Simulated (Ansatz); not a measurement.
Geometry optimisation, Ansatz 0.2.0, UKS CAM-B3LYP-D4/6-31G*.

input.yaml

```yaml
crystal:
  periodic: [false, false, false]
  atoms:
    - { symbol: C, position_ang: [-0.5831, -0.3954, -0.9017] }
    - { symbol: O, position_ang: [0.1009, -1.3281, -1.2864] }
    - { symbol: C, position_ang: [0.5596, 0.3815, 0.8678] }
    - { symbol: H, position_ang: [-0.5323, 0.5964, -1.3792] }
    - { symbol: H, position_ang: [-1.4724, -0.5513, -0.27] }
    - { symbol: H, position_ang: [-0.2268, 0.9001, 1.3809] }
    - { symbol: H, position_ang: [1.2829, 0.9653, 0.3365] }
    - { symbol: H, position_ang: [0.8711, -0.5686, 1.2521] }
magnetization:
  spin_polarized: true
  initial_magnetization: 1
basis:
  gaussian: { orbitals: "6-31G*" }
hamiltonian:
  xc: cam_b3lyp
  dispersion: d4
relax:
  f_tol: 0.15
  max_steps: 25
  restrain: [{ distance: [0, 2], at: 1.52, k: 30.0 }]
```

Run as:

```bash
$ ansatz run input.yaml --threads 2 --pin off --max-ram 3072MiB --backend cpu --events-out ev --progress --plain --runs-dir out
```

Problem. Where does it end, and by what steps?

Solution. It converged. The restraints hold the end off the free minimum. After 7 steps the energy has fallen by 1.077 eV (the restraints' own energy left out); C1 moved furthest, 0.42 Å. Joined: C1–C3.

```csv
step,energy less start (eV),largest force component (eV/Å),accepted
0,0.0000,0.388,yes
1,-0.2056,3.761,yes
2,-0.8319,2.438,yes
3,-1.0118,0.364,yes
4,-1.0578,0.511,yes
5,-1.0708,0.283,yes
6,-1.0760,0.174,yes
7,-1.0768,0.035,yes
```

```xyz
8
Properties=species:S:1:pos:R:3
C -0.406 -0.241 -0.558
O 0.248 -1.143 -1.354
C 0.401 0.272 0.624
H -0.691 0.590 -1.235
H -1.374 -0.672 -0.243
H -0.163 1.020 1.191
H 1.333 0.726 0.276
H 0.653 -0.552 1.299
```

The run took 19 s on 2 threads of Intel(R) Xeon(R) Platinum 8375C CPU @ 2.90GHz (Ice Lake), with other jobs on the host, peak memory 0.19 GiB.
